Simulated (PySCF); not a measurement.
# Two-photon absorption: `[C-]#[N+]/C=C/SC`, C4H5NS

Cartesian coordinates in Å; atom numbers follow the order of the lines, from 1:
```xyz
11

C     3.6146    0.3913    0.3236
N     2.4549    0.2842    0.2281
C     1.1102    0.1799    0.1289
C     0.5401   -0.8824   -0.4471
S    -1.1518   -1.1893   -0.6631
C    -1.9401    0.2706    0.0746
H     0.5622    1.0116    0.5476
H     1.1425   -1.6835   -0.8479
H    -1.6325    1.1638   -0.4607
H    -3.0092    0.1225   -0.0385
H    -1.6855    0.3338    1.1286
```

Computed, not measured: TDDFT B3LYP/def2-SVPD excited states, vertical, gas phase in PySCF. Geometry: GFN2-xTB.

Give the one- and two-photon strengths of the lowest singlets.

δ for parallel linear polarisation; σ at the peak of a Lorentzian of half width 0.1 eV, single beam; Ω is circular over linear.
| state | E (eV) | f | photon λ (nm) | δ (au) | σ (GM) | Ω | main |
| --- | --- | --- | --- | --- | --- | --- | --- |
| S1 | 5.00 | 0.477 | 496 | 398 | 3.64 | 0.77 | HOMO→LUMO 0.96 |
| S2 | 5.26 | 0.000 | 472 | 10.3 | 0.10 | 1.50 | HOMO→LUMO+1 0.94 |
| S3 | 5.61 | 0.001 | 442 | 3.1 | 0.04 | 1.50 | HOMO→LUMO+2 0.94 |
| S4 | 5.91 | 0.013 | 419 | 75.8 | 0.97 | 1.50 | HOMO→LUMO+3 0.98 |
| S5 | 6.18 | 0.017 | 401 | 10.4 | 0.15 | 1.50 | HOMO−1→LUMO 0.99 |

Among these, the strongest one-photon state is S1, the strongest two-photon state S1, with a dipole change of 2.9 D (relaxed, norm of the difference vector).
